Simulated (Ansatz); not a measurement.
**1T (CdI2-type) TiS2: properties by level of theory**

Reference values: lattice constant a 3.407 Å (measured, temperature not stated, no zero-point or thermal correction; as tabulated in Chianelli et al. (1975), doi:10.1016/0025-5408(75)90100-2); lattice parameter c 5.695 Å (measured, temperature not stated, not corrected to a static lattice; as tabulated in Chianelli et al. (1975), doi:10.1016/0025-5408(75)90100-2).

```json
[
 {"level (code)": "PBE (Ansatz)", "equilibrium lattice constant a (Å)": "3.416", "c axis length (Å)": "6.577"},
 {"level (code)": "RPBE (Ansatz)", "equilibrium lattice constant a (Å)": "3.457", "c axis length (Å)": "7.681"},
 {"level (code)": "PBE-D3(BJ) (Ansatz)", "equilibrium lattice constant a (Å)": "3.361", "c axis length (Å)": "5.523"},
 {"level (code)": "PBE-D4 (Ansatz)", "equilibrium lattice constant a (Å)": "3.378", "c axis length (Å)": "5.632"},
 {"level (code)": "PBEsol-D3(BJ) (Ansatz)", "equilibrium lattice constant a (Å)": "3.298", "c axis length (Å)": "5.336"},
 {"level (code)": "HSE06-D3(BJ) (Ansatz)", "equilibrium lattice constant a (Å)": "3.354", "c axis length (Å)": "5.503"}
]
```

Differences from the reference values (errors of the level alone only where the reference is corrected to a static lattice):

```
level          lattice constant a (%)  lattice parameter c (%)
-------------  ----------------------  -----------------------
PBE                             +0.26                    +15.5
RPBE                            +1.47                      +35
PBE-D3(BJ)                      -1.35                    -3.02
PBE-D4                          -0.85                    -1.11
PBEsol-D3(BJ)                   -3.20                    -6.30
HSE06-D3(BJ)                    -1.56                    -3.37
```

Nearest: lattice constant a, not ranked (reference at room or unstated temperature); lattice parameter c, not ranked (reference at room or unstated temperature).

Caveats: for a layered or molecular solid the relaxed cell lies over 5 % above the published volume, where the minimum can be shallow (PBE, RPBE); the cell comes from a level without a dispersion term, which matters for the spacing of layers, chains or molecules (PBE, RPBE). Ansatz's density-functional and Hartree–Fock values are scalar-relativistic unless marked +SOC, with PAW data made under PBE.

Differences are worked out from the printed values.

Computed values are for the static lattice.

Ansatz is a program for electronic structure.
